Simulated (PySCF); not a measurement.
# CH5Al: electronic excitations

What electronic excitations should CH5Al (`[CH3][AlH2]`) show?

Programs: PySCF 2.14.0, with density-fitted response routines of our own. Each step states its level of theory. These are calculated values for one molecule in the gas phase, unless marked as measured. Atoms count from 0, in the outputs and in this text.

**1. Starting geometry**

7 atoms, charge 0, multiplicity 1; geometry from: GFN2-xTB.

Bonds of the start (Å): C0–Al1 1.98, C0–H2 1.10, C0–H3 1.10, C0–H4 1.10, Al1–H5 1.55, Al1–H6 1.55.

**2. TDDFT and polarisability: CAM-B3LYP/def2-SVPD**

Job settings and geometry (Å):

```
{"job": {"kind": "uv", "xc": "CAM-B3LYP", "basis": "def2-SVPD", "nstates": 8, "ntriplets": 3}, "charge": 0, "multiplicity": 1}
C     -0.915461    -0.014656     0.017375
Al     1.068156     0.027572    -0.026025
H     -1.372213     0.568646    -0.792283
H     -1.336474     0.385007     0.948557
H     -1.299397    -1.038765    -0.079760
H      1.910598     1.325820    -0.121833
H      1.948124    -1.248719     0.026892
```

Level: TDDFT CAM-B3LYP/def2-SVPD, vertical, gas phase, core orbitals frozen in the response.

Launch:

```sh
$ OMP_NUM_THREADS=1 python probes_run.py task.json out
```

One launch serves the whole session: the jobs run in the order shown.

Predict these results of the whole session: lowest singlet (CAM-B3LYP/def2-SVPD); brightest single state of those computed; lowest triplet; surface potential, 1st and 99th percentile.

The runs gave:

| quantity | value |
| --- | --- |
| lowest singlet (CAM-B3LYP/def2-SVPD) | 5.40 eV (229 nm), f = 0.000 |
| brightest single state of those computed | state 7, 8.64 eV, f = 0.205 |
| lowest triplet | 4.90 eV |
| surface potential, 1st and 99th percentile | -0.63 V and 3.47 V |

**Reading.** The lowest singlet, at 5.40 eV, is HOMO−1→LUMO 0.95 and is dark; of the 8 states computed, the strongest absorption comes from state 7 at 8.64 eV (the last state computed is bright too, and its partners may lie past the list). The lowest triplet lies 0.50 eV below the lowest singlet (triplets in Tamm-Dancoff, singlets in full TDDFT). By nearest atom (CAM-B3LYP/def2-SVPD), the HOMO sits on C0 41 %; H5 20 % and the LUMO on Al1 48 %; H5, H6 about 19 % each.
